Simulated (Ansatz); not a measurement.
We consider rock-salt MgO, described by G0W0@PBEsol (Ansatz, a first-principles code, plane waves, hard PAW, contour deformation).

The cell has the measured lattice parameters. Conventional cell: a = 4.2131 Å, b = 4.2131 Å, c = 4.2131 Å, α = 90.00°, β = 90.00°, γ = 90.00°.

The quasiparticle gap at Γ at a fixed k mesh 6×6×6:

| response cutoff | value (eV) |
|---|---|
| 150 eV, 143 empty bands | 7.212 |
| 200 eV, 221 empty bands | 7.328 |
| 250 eV, 308 empty bands | 7.387 |
| 300 eV, 405 empty bands | 7.426 |

Taking the value to converge with the response cutoff E as E^(−3/2), extrapolate from the last two rows.

With y = y∞ + c/w and weights w = 3953 and 5196 for the last two rows, y∞ = (w2 y2 − w1 y1)/(w2 − w1) = (5196 × 7.426 − 3953 × 7.387)/1243 = 7.550 eV, which lies 0.124 beyond the last row. Successive pairs of rows give 7.543, 7.535, 7.550. The limit also hangs on the law assumed, so its last digits aren't firm.

The other settings are not extrapolated, so this is the limit in one setting alone.
